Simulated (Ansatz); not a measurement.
Results of LDA (plane waves, PAW; Ansatz, a quantum-chemistry and plane-wave program) for anatase TiO₂ (metastable phase).

Numerical settings: plane-wave cutoff 520 eV, 10×10×10 k mesh, no spin polarisation, scalar-relativistic PAW data made under PBE.

Computed at the level's own relaxed cell.

```
TiO2
1.0
   -1.86983     1.86983     4.72723
    1.86983    -1.86983     4.72723
    1.86983     1.86983    -4.72723
Ti O
2 4
Cartesian
  0.00000   1.86983   2.36361
  0.00000   0.00000   0.00000
  0.00000   1.86983   0.39702
  0.00000   0.00000   7.48786
  0.00000   0.00000   1.96659
  0.00000   1.86983   4.33020
```

Task: Give the elastic tensor (Voigt notation, GPa, ions relaxed, in the Cartesian axes of the cell as printed).

Result: 
```
  388.9   163.5   159.7     0.0     0.0     0.0
  163.5   388.9   159.7     0.0     0.0     0.0
  159.7   159.7   202.5     0.0     0.0     0.0
    0.0     0.0     0.0    47.0     0.0     0.0
    0.0     0.0     0.0     0.0    47.0     0.0
    0.0     0.0     0.0     0.0     0.0    61.7
```

Computed values are for the static lattice.
